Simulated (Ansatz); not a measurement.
## Structure relaxation of AgAu2

All numbers below come from DFT PBE, scalar-relativistic, plane waves, PAW (Ansatz 0.2.0). Cutoff 420 eV, Γ-centred k mesh, Gaussian smearing, no spin polarisation in the final step.

AgAu2 was placed on the marcasite structure type (Pnnm, No. 58), with Ag in place of Fe, Au in place of S, at a guessed volume.

```
Ag Au
1.0
     4.80158    0.00000    0.00000
     0.00000    5.86029    0.00000
     0.00000    0.00000    3.65838
Ag Au
2 4
Direct
  0.00000 0.00000 0.00000
  0.50000 0.50000 0.50000
  0.20040 0.37870 0.00000
  0.79960 0.62130 0.00000
  0.70040 0.12130 0.50000
  0.29960 0.87870 0.50000
```

Cell and atoms relax at zero pressure; the relaxation can't lower the symmetry of the start. After a coarse first stage the cell is made exact in the group found at 0.06 Å.

Energies over the elements count from the elements' standard structures at the same level, with no empirical corrections.

Task: Which crystal results?

Result: It ends in Immm (No. 71). Conventional cell: a = 2.922 Å, b = 4.174 Å, c = 8.799 Å. Around Ag lie 2 Ag at 2.92 Å and 10 Au at 2.94 Å; Au has 7 Au at 2.92–2.94 Å and 5 Ag at 2.94 Å.

```xyz
3
Lattice="-1.4609 2.0869 4.3997 1.4609 -2.0869 4.3997 1.4609 2.0869 -4.3997" Properties=species:S:1:pos:R:3 pbc="T T T"
Ag    0.0000    0.0000    0.0000
Au    0.0000    0.0000    5.8621
Au    0.0000    0.0000    2.9374
```

Task: What are its volume, energy, density and gap?

Result: The volume per atom is 17.88 Å³, the density is 15.53 g/cm³ and the energy over the elements is -0.05 eV/atom. The gap on the 18×18×18 mesh is 0 eV (a metal).

The final run used a 18×18×18 mesh on its 3-atom cell and 0.10 eV smearing. The k mesh leaves about 4 meV/atom of noise in metals. Spin–orbit coupling is left out. A structure relaxed within its symmetry needn't be a true minimum.

Cost: 4 runs of about 7.7 core-minutes in all, on Intel Xeon 6975P-C (Granite Rapids) (shared hosts).